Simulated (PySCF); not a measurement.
This PySCF input (PBE/aug-pcseg-1) gives -475.00066 Eh with 138 basis functions.

```python
import numpy as np, basis_set_exchange as bse
from pyscf import gto, scf, dft, df

basis = {'C': gto.basis.parse(bse.get_basis('aug-pcseg-1', elements=['C'], fmt='nwchem')), 'F': gto.basis.parse(bse.get_basis('aug-pcseg-1', elements=['F'], fmt='nwchem'))}
mol = gto.M(
    atom='''
    C     0.00319266    0.00643257    0.66040383
    C    -0.00319266   -0.00643257   -0.66040383
    F     0.02490825    1.11427502    1.37583632
    F    -0.01150102   -1.08726216    1.39745609
    F     0.01150102    1.08726216   -1.39745609
    F    -0.02490825   -1.11427502   -1.37583632
    ''',
    basis=basis,
    charge=0,
    verbose=4,
    max_memory=8640,
)
mf = dft.RKS(mol, xc='pbe')
mf.grids.level = 3
mf = mf.density_fit(auxbasis=df.autoaux(mol))
mf.conv_tol = 1e-9
mf.max_cycle = 100
print('smallest overlap eigenvalue', np.linalg.eigvalsh(mol.intor('int1e_ovlp'))[0])
mf.kernel()
dip = mf.dip_moment()
```

Change:
```diff
- basis = {'C': gto.basis.parse(bse.get_basis('aug-pcseg-1', elements=['C'], fmt='nwchem')), 'F': gto.basis.parse(bse.get_basis('aug-pcseg-1', elements=['F'], fmt='nwchem'))}
+ basis = {'C': gto.basis.parse(bse.get_basis('aug-cc-pVDZ', elements=['C'], fmt='nwchem')), 'F': gto.basis.parse(bse.get_basis('aug-cc-pVDZ', elements=['F'], fmt='nwchem'))}
```

Q: What does the run give now?

A: -475.12850 Eh (PBE/aug-cc-pVDZ, 138 functions), a change of -127.84 mEh.
